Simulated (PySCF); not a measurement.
## `InChI=1S/C4H8S/c1-3-2-4(3)5/h3-5H,2H2,1H3/t3-,4+/m1/s1`

Geometry (Å), atoms numbered from 1 in this order:
```xyz
13

C    -1.4747   -0.4522   -0.5344
C    -0.5825    0.1632    0.5120
C     0.4721    1.1521    0.1153
C     0.8684   -0.2073    0.6102
S     1.5637   -1.4066   -0.5443
H    -2.3229    0.2002   -0.7351
H    -0.9270   -0.6080   -1.4604
H    -1.8518   -1.4147   -0.1924
H    -1.0821    0.3349    1.4594
H     0.6700    2.0046    0.7479
H     0.5954    1.3501   -0.9390
H     1.3131   -0.3004    1.5923
H     2.7539   -0.8156   -0.6491
```

Computed with TDDFT wB97X-D/aug-cc-pVDZ circular dichroism and optical rotation, one conformer, gas phase (PySCF). Geometry: GFN2-xTB.

The molecule is flexible and this is one conformer; a measurement averages over conformers.

Assign R or S to each stereocentre.

C2 R, C4 S.

Which excitations and rotatory strengths does the calculation give?

Rotatory strengths R in 10⁻⁴⁰ esu² cm², velocity form and length form (origin at the centre of mass); f in length form.
| state | E (eV) | λ (nm) | f | R (velocity) | R (length) | main |
| --- | --- | --- | --- | --- | --- | --- |
| 1 | 5.61 | 221 | 0.007 | -6.2 | -6.1 | HOMO→LUMO 0.24, HOMO→LUMO+1 0.18 |
| 2 | 6.06 | 205 | 0.027 | -1.1 | -1.2 | HOMO→LUMO+7 0.20, HOMO→LUMO 0.18 |
| 3 | 6.62 | 187 | 0.011 | -8.3 | -8.2 | HOMO→LUMO+2 0.41, HOMO→LUMO 0.30 |
| 4 | 6.95 | 178 | 0.008 | -1.3 | -1.2 | HOMO→LUMO+1 0.31, HOMO→LUMO+2 0.18 |
| 5 | 6.97 | 178 | 0.0007 | -0.4 | -0.4 | HOMO→LUMO+3 0.48, HOMO→LUMO+2 0.15 |
| 6 | 7.30 | 170 | 0.012 | +12.3 | +12.3 | HOMO→LUMO+4 0.24, HOMO→LUMO+1 0.18 |
| 7 | 7.52 | 165 | 0.003 | -3.6 | -3.8 | HOMO−1→LUMO 0.61 |
| 8 | 7.58 | 164 | 0.020 | +19.8 | +19.7 | HOMO→LUMO+4 0.26, HOMO−1→LUMO 0.19 |
| 9 | 7.72 | 161 | 0.003 | +6.1 | +6.0 | HOMO→LUMO+5 0.48, HOMO→LUMO+6 0.18 |
| 10 | 7.82 | 159 | 0.015 | +3.2 | +3.9 | HOMO−2→LUMO 0.26, HOMO−1→LUMO+1 0.21 |
| 11 | 7.90 | 157 | 0.030 | +6.4 | +6.1 | HOMO→LUMO+8 0.42, HOMO→LUMO+7 0.23 |
| 12 | 8.01 | 155 | 0.044 | +1.4 | +1.4 | HOMO→LUMO+9 0.44, HOMO→LUMO+8 0.12 |

Among the states computed, the strongest CD band (largest |R|) is state 8. The largest dissymmetry factor in size, g = 4R/(D+G), with D and G the electric and magnetic dipole strengths, is +0.023 for state 9 (velocity form, f = 0.003), among bands with |R| over 0.5. The mirror image has the same energies and oscillator strengths and all R with the opposite sign.
